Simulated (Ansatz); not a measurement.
Relaxation of CH4SSi (7 atoms, charge 0, multiplicity 1), to a largest force component of 0.015 eV/Å in at most 40 steps.

Theory: Ansatz, RKS LDA/def2-TZVP.

```xyz
7
Properties=species:S:1:pos:R:3:forces:R:3
C -0.860 0.607 -0.241 -0.79 3.78 -0.11
Si 0.302 -0.055 0.941 1.32 -1.66 1.44
S 1.337 1.599 1.800 0.11 0.19 0.12
H -1.416 -0.124 -0.747 -0.97 -1.56 -0.64
H -0.408 1.226 -1.052 0.06 -0.05 0.27
H -1.616 1.333 0.251 0.82 -0.85 -0.49
H 2.141 0.888 2.681 -0.55 0.15 -0.59
```

Task: Where does it end, and by what steps?

Result: The run converged. The force dipped under the threshold on the way, but the program's further checks kept it going. After 21 steps the energy has fallen by 0.339 eV; Si2 moved furthest, 0.48 Å.

```json
{"step": "0", "energy less start (eV)": "0.0000", "largest force component (eV/Å)": "3.782", "accepted": "yes"}
{"step": "1", "energy less start (eV)": "-0.2529", "largest force component (eV/Å)": "1.045", "accepted": "yes"}
{"step": "2", "energy less start (eV)": "-0.3128", "largest force component (eV/Å)": "0.502", "accepted": "yes"}
{"step": "3", "energy less start (eV)": "-0.3248", "largest force component (eV/Å)": "0.131", "accepted": "yes"}
{"step": "4", "energy less start (eV)": "-0.3304", "largest force component (eV/Å)": "0.082", "accepted": "yes"}
{"step": "5", "energy less start (eV)": "-0.3318", "largest force component (eV/Å)": "0.075", "accepted": "yes"}
{"step": "6", "energy less start (eV)": "-0.3324", "largest force component (eV/Å)": "0.056", "accepted": "yes"}
{"step": "7", "energy less start (eV)": "-0.3336", "largest force component (eV/Å)": "0.092", "accepted": "yes"}
{"step": "8", "energy less start (eV)": "-0.3345", "largest force component (eV/Å)": "0.107", "accepted": "yes"}
{"step": "9", "energy less start (eV)": "-0.3344", "largest force component (eV/Å)": "0.243", "accepted": "no"}
{"step": "10", "energy less start (eV)": "-0.3361", "largest force component (eV/Å)": "0.073", "accepted": "yes"}
{"step": "11", "energy less start (eV)": "-0.3366", "largest force component (eV/Å)": "0.074", "accepted": "yes"}
{"step": "12", "energy less start (eV)": "-0.3373", "largest force component (eV/Å)": "0.048", "accepted": "yes"}
{"step": "13", "energy less start (eV)": "-0.3358", "largest force component (eV/Å)": "0.134", "accepted": "no"}
{"step": "14", "energy less start (eV)": "-0.3385", "largest force component (eV/Å)": "0.034", "accepted": "yes"}
{"step": "15", "energy less start (eV)": "-0.3388", "largest force component (eV/Å)": "0.020", "accepted": "yes"}
{"step": "16", "energy less start (eV)": "-0.3382", "largest force component (eV/Å)": "0.097", "accepted": "no"}
{"step": "17", "energy less start (eV)": "-0.3390", "largest force component (eV/Å)": "0.014", "accepted": "yes"}
{"step": "18", "energy less start (eV)": "-0.3391", "largest force component (eV/Å)": "0.017", "accepted": "yes"}
{"step": "19", "energy less start (eV)": "-0.3391", "largest force component (eV/Å)": "0.009", "accepted": "yes"}
{"step": "20", "energy less start (eV)": "-0.3392", "largest force component (eV/Å)": "0.007", "accepted": "yes"}
{"step": "21", "energy less start (eV)": "-0.3391", "largest force component (eV/Å)": "0.009", "accepted": "yes"}
```

```xyz
7
Properties=species:S:1:pos:R:3
C -0.864 0.688 -0.187
Si 0.002 -0.067 1.311
S 1.503 1.429 1.426
H -1.130 -0.113 -0.900
H -0.331 1.490 -0.722
H -1.830 1.093 0.172
H 2.132 0.954 2.531
```

Whether the end is a true minimum wasn't checked by a vibrational analysis.

The run took 39 s on 2 threads of Arm Neoverse N1 (shared host), peak memory 0.2 GiB.
